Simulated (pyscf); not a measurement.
## Addition across a multiple bond or ene-type step: HB=O + CH₄ → H₂B–O–CH₃

Gas phase, singlet surface, charge 0. Bonds broken: C4–H5. Bonds formed: B1–H5, O2–C4. Optimised with ωB97X-D3(BJ)/def2-SVP in PySCF. MP2 and CC: frozen core, UHF for open shells. ΔMP2 is the change of the MP2 total energy from the triple- to the quadruple-zeta basis.

Transition state (Å):

```xyz
8

B     -0.5221    -0.8526     0.5724
O     -0.0065     0.2887     0.7790
H     -0.5410    -1.8646     1.2409
C     -0.8649     0.8977    -1.3107
H     -1.1578    -0.9567    -0.5897
H     -1.5897     0.8735    -0.5133
H      0.0273     0.2941    -1.3455
H     -1.0219     1.6264    -2.1227
```

One imaginary mode, 953i cm⁻¹; descent along it reached the two sides named.

| bond | change | reactant side (Å) | saddle | product side |
|---|---|---|---|---|
| C4–H5 | breaks | 1.100 | 2.011 | 2.7 |
| B1–H5 | forms | 3.2 | 1.329 | 1.217 |
| O2–C4 | forms | 3.6 | 2.340 | 1.419 |

Electronic energies relative to the separated reactants (eV):

```tsv
level	barrier	reaction energy	reverse barrier
ωB97X-D3(BJ)/def2-TZVP	4.56	+0.42	4.14
PBE/def2-TZVP	3.82	+0.53	3.28
r²SCAN/def2-TZVP	4.03	+0.49	3.54
B3LYP-D3(BJ)/def2-TZVP	4.18	+0.53	3.65
PBE0-D3(BJ)/def2-TZVP	4.23	+0.37	3.87
M06-2X/def2-TZVP	4.59	+0.37	4.22
ωB97M-D3(BJ)/def2-TZVP	4.52	+0.54	3.98
HF/def2-TZVP	5.32	+0.44	4.88
MP2/def2-QZVPP	4.84	+0.67	4.17
CCSD/def2-TZVPP	4.65	+0.52	4.12
CCSD(T)/def2-TZVPP	4.25	+0.56	3.69
CCSD(T)/def2-TZVPP + ΔMP2(QZVPP)	4.25	+0.56	3.68
```

With CCSD(T)/def2-TZVPP + ΔMP2(QZVPP) energies and thermal terms (ideal gas, 1 atm, RRHO with modes under 100 cm⁻¹ raised to 100, one conformer, R ln 2 for rigid chiral ones), in eV:

```tsv
T (K)	ΔH‡	ΔG‡	ΔH	ΔG
298	4.15	4.53	+0.64	+1.01
600	4.16	4.92	+0.63	+1.39
900	4.19	5.30	+0.66	+1.77
1200	4.22	5.66	+0.69	+2.13
```

From the product side, H₂B–O• + CH₃• lies, by one bond made or cut, 0.39 eV under this saddle at ωB97M-D3(BJ). The same reactants have a lower exit, to H₃C–BH–OH (barrier +2.21 eV at ωB97M-D3(BJ), against +4.52 eV here). H₂B–O–CH₃ lies 1.02 eV over its isomer H₃C–BH–OH, and others may lie lower still (electronic energy, ωB97M-D3(BJ)). This is the saddle that the search found; another between the same sides may lie lower. One closed-shell reference is unstable to symmetry breaking; treat the single-reference values with care. The CCSD(T) − MP2 part came from Ansatz, without density fitting, on the same reference. The largest closed-shell T1 diagnostic is 0.059, which may signal static correlation.
